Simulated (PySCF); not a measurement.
**Calculated NMR parameters of CCCOC**

```
Formula                               : C4H10O
SMILES                                : CCCOC
InChI                                 : InChI=1S/C4H10O/c1-3-4-5-2/h3-4H2,1-2H3
Point group of the computed structure : Cs
Degrees of unsaturation               : 0
Carbon signals                        : 4
Proton signals                        : 4
```

Structure with atom numbers: `[CH3:1][CH2:2][CH2:3][O:4][CH3:5]`; H(Xn) means a hydrogen on atom n.

PySCF 2.14 calculation with B3LYP/pcJ-1 coupling constants (without the spin–dipole term), geometry from GFN2-xTB and shieldings: GIAO PBE0/pcSseg-1; no relativistic terms, no solvent, averaged over atoms made equivalent by symmetry, fast rotation or ring inversion, a single conformation.

References, each an isolated molecule treated in the same way: 1H (σ = 31.72 ppm), 13C (σ = 186.93 ppm) against TMS; 17O (σ = 336.08 ppm) vs H2O.

```tsv
carbon	δC, type	δH (multiplicity, J in Hz)	HMBC from (abs. J ≥ 3 Hz)	span of the C tensor (ppm)
C1	11.7, CH3	0.91 (t, 8.0)	H(C2)	20
C2	27.7, CH2	1.68 (sext, 7.8)	H(C1)	26
C3	80.6, CH2	3.25 (t, 7.4)	H(C5), H(C2), H(C1)	91
C5	61.6, CH3	3.52 (s)	–	89
```

Other nuclei:
```
atoms  nucleus   environment  δ (ppm)  σ (ppm)
   O4      17O  ether oxygen     29.3    306.8
```

Selected couplings (Hz, signed; the shortest-range and largest first, 30 at most; isotopes 13C, 1H): 1J(C5,H(C5)) 144.2, 1J(C3,H(C3)) 142.6, 1J(C2,H(C2)) 135.2, 1J(C1,H(C1)) 131.7, 1J(C2,C3) 39.5, 1J(C1,C2) 34.0, 2J(C1,C3) 2.5, 2J(C3,C5) -2.0, 3J(H(C1),H(C2)) 8.0, 3J(H(C2),H(C3)) 7.4, 3J(C2,C5) 5.7.

Carbon types of the structure: 2 × CH2, 2 × CH3, which accounts for all hydrogens. δC 80.6: sp3 CH2 bonded to O; pulled downfield by the heteroatom. δC 61.6: methyl carbon bonded to O; the inductive effect lowers its shielding. δC 27.7: sp3 CH2; a saturated carbon with 2 carbon neighbours and no heteroatom attached. δH 3.52: hydrogen on a methyl carbon bonded to O; its carbon carries O, which withdraws density. δH 3.25: hydrogen on an sp3 CH2 bonded to O; its carbon carries O, an electronegative neighbour. The protons at 0.91 and 1.68 share a coupling of 8.0 Hz (vicinal). The protons at 1.68 and 3.25 share a coupling of 7.4 Hz (vicinal).

Multiplet labels drop couplings under 1 Hz and merge nearly equal ones. Unscaled 3J(H,H) at this level run about 10 % above measured values. Shifts are as computed. Against solution values, carbons near 30 ppm lie about +3 ppm off and those near 130 ppm about +5 ppm. Of 1211 compounds with measured shifts, 218 miss one by over three times the rms of a fit or turn the order of signals round; such compounds aren't used in these exercises. Experimental scales use liquid or dissolved standards, which lie at an offset from isolated H2O (liquid H2O: subtract about 36 ppm). Vicinal H,H couplings across rotating CH2–CH2 and CH–CH2 bonds are estimated from the computed gauche and anti values for equal rotamer populations, (2 J gauche + J anti)/3.
